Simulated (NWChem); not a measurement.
# One shape, several levels: [B2PH6]− (SMILES BP[BH3-])

Aim: a comparison of 3 runs (HF/def2-SVP, HF/def2-SVPD, PBE0/def2-SVP) of [B2PH6]−. 

The calculation is run with NWChem 7.3.0.

### 1 The molecule

[B2PH6]− has 9 atoms, charge -1, and is taken as a singlet. SMILES: `BP[BH3-]`. The shape is that of a GFN2-xTB optimisation.

Bond lengths: B1–P2 1.809 Å, P2–B3 2.022 Å, B1–H4 1.183 Å, B1–H5 1.184 Å, P2–H6 1.389 Å, B3–H7 1.201 Å, B3–H8 1.203 Å, B3–H9 1.206 Å. Some angles: B1–P2–B3 109.4°, B1–P2–H6 101.2°, B3–P2–H6 104.6°, P2–B1–H4 119.0°, P2–B1–H5 122.6°, P2–B3–H7 106.9°, P2–B3–H8 105.4°, P2–B3–H9 107.0°, H4–B1–H5 117.9°, H7–B3–H8 112.4°.

### 2 Energy and gradient at HF/def2-SVP (run 1)

Contents of run.py:

```python
from ase import Atoms
from ase.calculators.nwchem import NWChem

mol = Atoms(['B', 'P', 'B', 'H', 'H', 'H', 'H', 'H', 'H'], positions=[
    [-1.048220, 0.924770, -0.958900],
    [0.653540, 0.543180, -0.478640],
    [0.663670, -1.090890, 0.712500],
    [-1.647740, 0.145020, -1.615970],
    [-1.545140, 1.981940, -0.763540],
    [0.935590, 1.601400, 0.376270],
    [1.796500, -1.247810, 1.078930],
    [0.277510, -1.994640, 0.019460],
    [-0.085710, -0.862970, 1.629880],
])

calc = NWChem(
    label='nw',
    theory='scf',
    memory='2200 mb',
    basis='def2-SVP',
    basispar='spherical bse',
    charge=-1,
    scf={'nopen': '0', 'rhf': None, 'thresh': '1e-08', 'maxiter': '80', 'print': 'low'},
)
mol.calc = calc

forces = mol.get_forces()
print("Total energy (eV):", round(mol.get_potential_energy(), 6))
print("forces (eV/A):")
for s, f in zip(mol.symbols, forces):
    print(f"{s:2s} {f[0]:10.5f} {f[1]:10.5f} {f[2]:10.5f}")
```

Started as:

```
$ export ASE_NWCHEM_COMMAND="nwchem PREFIX.nwi > PREFIX.nwo"
$ python run.py
```

What it wrote:

```text
Total energy (eV): -10705.960634
forces (eV/A):
B    -0.21134    0.17345   -0.31583
P     0.75410   -0.22759   -0.15982
B    -0.10254    0.03168   -0.10341
H    -0.48995   -0.48753   -0.25217
H    -0.36875    0.62725    0.02967
H     0.24076    0.63079    0.39307
H     0.66880   -0.13262    0.22250
H    -0.19386   -0.58092   -0.31218
H    -0.29722   -0.03456    0.49813
```

The calculator wrote nw.nwi:

```
title "nw"

permanent_dir nw

scratch_dir nw

start nw

geometry units angstrom nocenter noautosym noautoz
  B  -1.0482199999999999e+00 9.2476999999999998e-01 -9.5889999999999997e-01
  P  6.5354000000000001e-01 5.4318000000000000e-01 -4.7864000000000001e-01
  B  6.6366999999999998e-01 -1.0908899999999999e+00 7.1250000000000002e-01
  H  -1.6477400000000000e+00 1.4502000000000001e-01 -1.6159699999999999e+00
  H  -1.5451400000000000e+00 1.9819400000000000e+00 -7.6354000000000000e-01
  H  9.3559000000000003e-01 1.6013999999999999e+00 3.7626999999999999e-01
  H  1.7965000000000000e+00 -1.2478100000000001e+00 1.0789299999999999e+00
  H  2.7750999999999998e-01 -1.9946400000000000e+00 1.9460000000000002e-02
  H  -8.5709999999999995e-02 -8.6297000000000001e-01 1.6298800000000000e+00
end

charge -1

memory 2200 mb

basis spherical bse noprint
   * library def2-SVP
end

scf
  nopen 0
  rhf
  thresh 1e-08
  maxiter 80
  print low
end

task scf gradient
```

nw.nwo:

```text
Northwest Computational Chemistry Package (NWChem) 7.3.0
             --------------------------------------------------------

           Job information
           ---------------

    nwchem branch   = 7.3.0
    use scalapack   = T
    input           = nw.nwi
    prefix          = nw.
    data base       = nw/nw.db
    status          = startup
    nproc           =        1

           Memory information
           ------------------

    heap     =     72089596 doubles =      550.0 Mbytes
    stack    =     72089601 doubles =      550.0 Mbytes
    global   =    144179200 doubles =     1100.0 Mbytes (distinct from heap & stack)
    total    =    288358397 doubles =     2200.0 Mbytes
    verify   = yes
    hardfail = no

[... 37 lines left out ...]
            Nuclear Dipole moment (a.u.)
[... 71 lines left out ...]
       Final RHF  results
       ------------------

         Total SCF energy =   -393.436799755258
      One-electron energy =   -718.571486225563
      Two-electron energy =    239.099185608354
 Nuclear repulsion energy =     86.035500861952

        Time for solution =      7.2s

                              NWChem Gradients Module
                              -----------------------

                         RHF ENERGY GRADIENTS

    atom               coordinates                        gradient
                 x          y          z           x          y          z
   1 B      -1.980849   1.747562  -1.812058    0.004110  -0.003373   0.006142
   2 P       1.235012   1.026461  -0.904498   -0.014665   0.004426   0.003108
   3 B       1.254154  -2.061483   1.346430    0.001994  -0.000616   0.002011
[... 5 lines of this table left out ...]
   9 H      -0.161968  -1.630777   3.080027    0.005780   0.000672  -0.009687

 Task  times  cpu:        8.5s     wall:        8.5s
 Total times  cpu:        8.5s     wall:        8.5s
```

Wall time 9.6 s (1 thread of Intel Xeon Platinum 8488C (Sapphire Rapids), shared host); peak memory 0.1 GiB.

### 3 Energy and gradient at HF/def2-SVPD (run 2)

Contents of calc.nw:

```
start calc
title "B2H6P gradient"
memory 2200 mb
charge -1
geometry units angstrom noautosym nocenter noautoz
  B    -1.048220    0.924770   -0.958900
  P     0.653540    0.543180   -0.478640
  B     0.663670   -1.090890    0.712500
  H    -1.647740    0.145020   -1.615970
  H    -1.545140    1.981940   -0.763540
  H     0.935590    1.601400    0.376270
  H     1.796500   -1.247810    1.078930
  H     0.277510   -1.994640    0.019460
  H    -0.085710   -0.862970    1.629880
end
basis spherical bse
  B library def2-SVPD
  P library def2-SVPD
  H library def2-SVPD
end
scf
  thresh 1e-08
  maxiter 80
  noprint "final vectors analysis"
end
task scf gradient
```

Started as:

```
$ nwchem calc.nw > calc.out
```

What it wrote:

```text
[...]
  functions       =   112
[...]
  wavefunction    = RHF
[...]
         Total SCF energy =   -393.444228271889
      One-electron energy =   -718.345054266119
      Two-electron energy =    238.865325132278
 Nuclear repulsion energy =     86.035500861952
        Time for solution =     23.7s
[...]
                         RHF ENERGY GRADIENTS
    atom               coordinates                        gradient
                 x          y          z           x          y          z
   1 B      -1.980849   1.747562  -1.812058    0.007268  -0.004746   0.008257
   2 P       1.235012   1.026461  -0.904498   -0.016706   0.005150   0.001500
   3 B       1.254154  -2.061483   1.346430    0.001558  -0.000345   0.002471
   4 H      -3.113777   0.274048  -3.053741    0.009064   0.009320   0.003988
   5 H      -2.919891   3.745324  -1.442881    0.006579  -0.011100  -0.000982
   6 H       1.768009   3.026207   0.711047   -0.004664  -0.011740  -0.007563
   7 H       3.394893  -2.358019   2.038882   -0.012104   0.002419  -0.004150
   8 H       0.524418  -3.769323   0.036774    0.003516   0.010643   0.005467
   9 H      -0.161968  -1.630777   3.080027    0.005489   0.000399  -0.008987
[...]
```

Run time: 29 s. Hardware: 1 thread of Intel Xeon Platinum 8488C (Sapphire Rapids), shared host; peak memory 0.11 GiB.

### 4 Energy and gradient at PBE0/def2-SVP (run 3)

Contents of geom.xyz:

```xyz
9
B2H6P
B     -1.048220     0.924770    -0.958900
P      0.653540     0.543180    -0.478640
B      0.663670    -1.090890     0.712500
H     -1.647740     0.145020    -1.615970
H     -1.545140     1.981940    -0.763540
H      0.935590     1.601400     0.376270
H      1.796500    -1.247810     1.078930
H      0.277510    -1.994640     0.019460
H     -0.085710    -0.862970     1.629880
```

Contents of geom.nw:

```
start geom
title "B2H6P"
memory 2200 mb
charge -1

geometry units angstrom noautosym nocenter noautoz
load format xyz geom.xyz
end

basis spherical bse
* library def2-SVP
end

dft
xc pbe0
mult 1
grid xfine
convergence energy 1e-08
iterations 100
mulliken
noprint "final vectors analysis"
end

task dft gradient
```

Started as:

```
$ nwchem geom.nw > geom.out
```

What it wrote:

```text
[...]
          Wavefunction type:  closed shell.
          No. of atoms     :     9
          No. of electrons :    32
[...]
          Charge           :    -1
          Spin multiplicity:     1
[...]
          AO basis - number of functions:    76
[...]
              XC Information
              --------------
                         PBE0 Method XC Functional
                     Hartree-Fock (Exact) Exchange  0.250
          PerdewBurkeErnzerhof Exchange Functional  0.750
            Perdew 1991 LDA Correlation Functional  1.000 local
           PerdewBurkeErnz. Correlation Functional  1.000 non-local
[...]
 d= 0,ls=0.0,diis     1   -394.1790215933 -4.80D+02  2.65D-02  8.36D-01     3.2
[...]
 d= 0,ls=0.0,diis     8   -394.3178079042  6.81D-09  9.13D-06  4.90D-07    22.9
         Total DFT energy =     -394.317807904216
      One electron energy =     -718.851481697987
           Coulomb energy =      272.101159251276
    Exchange-Corr. energy =      -33.602986319457
 Nuclear repulsion energy =       86.035500861952
[...]
      Total Density - Mulliken Population Analysis
     ---------------------------------------------
    Atom       Charge   Shell Charges
 -----------   ------   -------------------------------------------------------
    1 B    5     5.16   1.99  0.82  0.19  1.56  0.57  0.03
    2 P   15    15.05   2.00  1.98  1.15  0.47  5.93  1.54  1.90  0.09
    3 B    5     5.28   1.99  0.73  0.21  1.68  0.63  0.04
    4 H    1     1.07   0.74  0.31  0.01
    5 H    1     1.07   0.74  0.32  0.01
    6 H    1     1.08   0.75  0.32  0.02
    7 H    1     1.10   0.73  0.36  0.01
    8 H    1     1.09   0.73  0.35  0.01
    9 H    1     1.09   0.73  0.35  0.01
[...]
  wavefunction    = closed shell
                         DFT ENERGY GRADIENTS
    atom               coordinates                        gradient
                 x          y          z           x          y          z
   1 B      -1.980849   1.747562  -1.812058   -0.006854  -0.001764   0.002055
   2 P       1.235012   1.026461  -0.904498   -0.002302   0.014773   0.001804
   3 B       1.254154  -2.061483   1.346430    0.000991  -0.005474   0.005912
   4 H      -3.113777   0.274048  -3.053741    0.009961   0.012355   0.006858
   5 H      -2.919891   3.745324  -1.442881    0.007394  -0.015595  -0.001034
   6 H       1.768009   3.026207   0.711047   -0.005294  -0.016053  -0.010206
   7 H       3.394893  -2.358019   2.038882   -0.013941   0.002067  -0.003604
   8 H       0.524418  -3.769323   0.036774    0.003790   0.010781   0.006878
   9 H      -0.161968  -1.630777   3.080027    0.006256  -0.001089  -0.008663
[...]
```

It took 29 s on 1 thread of Intel Xeon Platinum 8488C (Sapphire Rapids), shared host; peak memory 0.15 GiB.

### 5 The series

| run | level | iteration cap | module | energy (Eh) | largest force (eV/Å) | wall time |
| --- | --- | --- | --- | --- | --- | --- |
| 1 | HF/def2-SVP | 80 | scf | -393.436800 | 0.804 | 9.6 s |
| 2 | HF/def2-SVPD | 80 | scf | -393.444228 | 0.902 | 29 s |
| 3 | PBE0/def2-SVP | 100 | dft | -394.317808 | 1.015 | 29 s |

### 6 Results

| quantity | value |
| --- | --- |
| run 3: total energy | -394.31781 Eh |
| run 3: largest force on an atom | 1.015 eV/Å |

All runs together took 67 s, the longest 29 s.
